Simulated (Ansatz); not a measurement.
COS+, SMILES `O=C=[S+]` radical at its PBE0-D4/def2-TZVP geometry, where that method's forces vanish. The species carries charge 1 and has multiplicity 2.

```xyz
3

O    -0.6760    0.8692   -0.6768
C    -0.0868    0.1116   -0.0869
S     0.7628   -0.9808    0.7637
```

Problem. What forces (eV/Å) does B3LYP-D4/def2-TZVPP give on these atoms in Ansatz? (Estimate.)

Solution. The calculation gave: 
```
O1  -0.196  0.252 -0.196
C2   0.099 -0.127  0.099
S3   0.098 -0.126  0.098
```

B3LYP here is the variant with VWN-RPA as its local correlation; programs differ in this.
